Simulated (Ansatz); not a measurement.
Species: AlF3, SMILES `[F][Al]([F])[F]` (charge 0, multiplicity 1).

**Question.** Give a relaxed geometry from PBE0-D4/def2-TZVP run with Ansatz (a program for electronic structure).

**Answer.** the end point of this relaxation (outside a Z-matrix the atoms follow the SMILES, hydrogens last).
Bonded distances (Å): F1–Al2 1.629, Al2–F3 1.629, Al2–F4 1.629. Bond angles (°): F1–Al2–F3 120.0, F1–Al2–F4 120.0, F3–Al2–F4 120.0.
